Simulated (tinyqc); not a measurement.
Worked calculation: Pariser-Parr-Pople SCF with singles CI, for the molecule O=CC=CF (SMILES; centres numbered as the heavy atoms are written). Computed by tinyqc, a small Python program that keeps every step. Settings: charge = 0, gamma = Ohno, start = core, damping = 0, iteration cap = 78, excitations kept = 6. Command: `OMP_NUM_THREADS=1 python tinyqc.py 27398 27399 out.jsonl` (the two numbers bound the seeds that draw the settings). One thread of a shared host (Intel(R) Xeon(R) Processor @ 2.60GHz), about 0.02 s of CPU time with the checks. Later iterations appear only in the table of the cycle.

## PPP integrals

Centres (angstrom, eV; a flat drawing with bonds scaled to 1.40 angstrom):
```
centre          x          y  core charge z          W   gamma_rr
1O      -2.425000   0.280000              1  20.080000  15.670000
2C      -1.212000  -0.420000              1  12.230000  11.040000
3C       0.000000   0.280000              1  12.230000  11.040000
4C       1.212000  -0.420000              1  12.230000  11.040000
5F       2.425000   0.280000              2  38.590000  22.860000
```

Resonance integrals (eV):
```
i  j       beta
1  2  -2.510000
2  3  -2.390000
3  4  -2.390000
4  5  -2.190000
```

Ohno: gamma = 14.399645/sqrt(R^2 + a^2), a = 2 x 14.399645/(gamma_rr + gamma_ss); H_rr = -W_r - sum_(s != r) z_s gamma_rs; H_rs = beta for bonds.

repulsion gamma_rs (eV), lower triangle:
```
           1O         2C         3C         4C         5F
1O  15.670000
2C   8.147064  11.040000
3C   5.425843   7.526626  11.040000
4C   3.732893   5.231217   7.526626  11.040000
5F   2.934356   3.789448   5.604062   8.790931  22.860000
```

core matrix H (eV), lower triangle:
```
            1O          2C          3C          4C          5F
1O  -43.254512
2C   -2.510000  -40.713804
3C    0.000000   -2.390000  -43.917220
4C    0.000000    0.000000   -2.390000  -46.302597
5F    0.000000    0.000000    0.000000   -2.190000  -59.708798
```

## Starting guess

pi electrons, sum of z_r less the charge = 6

Orbitals of the core matrix H.

P at the start, lower triangle:
```
           1O         2C         3C        4C        5F
1O   1.074056
2C   0.804593   0.647432
3C   0.407284   0.471892   0.777202
4C  -0.421941  -0.074992   0.743735  1.509235
5F   0.056837   0.004450  -0.093042  0.062288  1.992075
```

## Iteration 1: Fock matrix

F_rr = H_rr + P_rr gamma_rr / 2 + sum_(s != r) P_ss gamma_rs; F_rs = H_rs - P_rs gamma_rs / 2; E = tr P (H + F) / 2 + core repulsion sum_(r<s) z_r z_s gamma_rs.

F (eV), lower triangle:
```
            1O         2C         3C         4C          5F
1O  -13.868368
2C   -5.787536  -7.095866
3C   -1.104931  -4.165877  -6.403268
4C    0.787531   0.196148  -5.188908  -7.213523
5F   -0.083391  -0.008431   0.260706  -2.463786  -13.711238
```

pi energy = -115.915819 eV

## Iteration 1: orbitals and new P

Diagonalise F (the basis is taken as orthonormal) and form P = 2 sum c c over the lowest orbitals.

orbital energies (eV): -18.082202  -14.876839  -11.340893  -4.281500  0.289170

P after iteration 1, lower triangle:
```
           1O         2C         3C        4C        5F
1O   1.520999
2C   0.765009   0.582201
3C   0.001253   0.441637   0.995876
4C  -0.362223   0.191470   0.876950  0.961854
5F   0.110063  -0.092200  -0.189463  0.248268  1.939070
```

## Iteration 2: Fock matrix

As before.

F (eV), lower triangle:
```
            1O         2C         3C         4C          5F
1O  -11.910368
2C   -5.626289  -5.233118
3C   -0.003400  -4.052020  -7.679090
4C    0.676070  -0.500811  -5.690239  -7.728002
5F   -0.161482   0.174694   0.530880  -3.281252  -16.839314
```

pi energy = -119.381698 eV

## Iteration 2: orbitals and new P

As before.

orbital energies (eV): -18.157119  -15.878850  -12.841003  -3.011342  0.498422

P after iteration 2, lower triangle:
```
           1O         2C         3C        4C        5F
1O   1.543022
2C   0.777790   0.573415
3C  -0.059725   0.409085   1.072468
4C  -0.296138   0.196315   0.881891  0.886627
5F   0.094363  -0.084718  -0.214707  0.288406  1.924468
```

## Convergence

Stop when output and input P, before any damping, agree to 1e-7.

Course of the cycle:
```
iteration         E (eV)  largest |P(out) - P(in)|
1          -115.91581873                  5.47e-01
2          -119.38169826                  7.66e-02
3          -119.53067764                  2.71e-02
4          -119.54969825                  1.01e-02
5          -119.55251585                  4.07e-03
6          -119.55297112                  1.67e-03
7          -119.55304929                  7.39e-04
8          -119.55306326                  3.26e-04
9          -119.55306581                  1.43e-04
10         -119.55306629                  6.28e-05
11         -119.55306638                  2.75e-05
12         -119.55306639                  1.20e-05
13         -119.55306640                  5.26e-06
14         -119.55306640                  2.30e-06
15         -119.55306640                  1.00e-06
16         -119.55306640                  4.38e-07
17         -119.55306640                  1.91e-07
18         -119.55306640                  8.36e-08
```

Converged in 18 iterations.

## Converged orbitals

Charges are z - P_rr.

orbital energies (eV): -18.674825  -15.630002  -12.900062  -2.818960  0.632314

coefficients:
```
         MO1        MO2        MO3        MO4        MO5
1O  0.040137   0.711064  -0.516079   0.362918  -0.307783
2C  0.067822   0.523699  -0.037893  -0.517093   0.672547
3C  0.171445   0.382019   0.618068  -0.361973  -0.558243
4C  0.379307   0.168850   0.507795   0.659982   0.366311
5F  0.905827  -0.213727  -0.303912  -0.185216  -0.084450
```

pi charges: 1O -0.547120, 2C 0.439408, 3C -0.114681, 4C 0.139520, 5F 0.082873

## Singles CI, singlets

Over the 6 single excitations with the smallest orbital gaps: A = (e_a - e_i) delta + 2 (ia|jb) - (ij|ab), with (pq|rs) = sum c_mp c_mq gamma_mn c_nr c_ns. f = 2/3 w |mu|^2 in atomic units, mu = sqrt2 sum c_ia sum_m c_mi c_ma R_m.

singlet CI matrix (eV), lower triangle:
```
           3>4        2>4        3>5        1>4        2>5        1>5
3>4   5.401030
2>4  -0.337868   7.620871
3>5   0.029610  -0.080949   7.755824
1>4  -0.156014  -0.132015   0.103724   9.939633
2>5  -0.549118   0.483994  -0.154069   0.242395   9.900542
1>5   0.199647   0.284668  -0.421551  -1.442434  -0.332784  14.165217
```

singlet excitation energies (eV): 5.293512  7.519943  7.715768  9.468582  10.098870  14.686443

oscillator strengths: 0.939653  0.107282  0.036181  0.056858  0.118094  0.006772

## Singles CI, triplets

Over the 6 single excitations with the smallest orbital gaps: A = (e_a - e_i) delta - (ij|ab), with (pq|rs) = sum c_mp c_mq gamma_mn c_nr c_ns.

triplet CI matrix (eV), lower triangle:
```
           3>4        2>4        3>5        1>4        2>5        1>5
3>4   2.688495
2>4  -0.329501   5.747179
3>5  -0.391569  -1.492648   6.167712
1>4  -0.333477  -0.160097  -0.014955   8.900847
2>5  -1.492648   1.522970   0.002258   0.327594   8.457651
1>5  -0.014955   0.327594  -0.589678  -1.931027  -0.515018  13.887368
```

triplet excitation energies (eV): 2.267234  4.114787  7.005774  8.233791  9.570319  14.657348
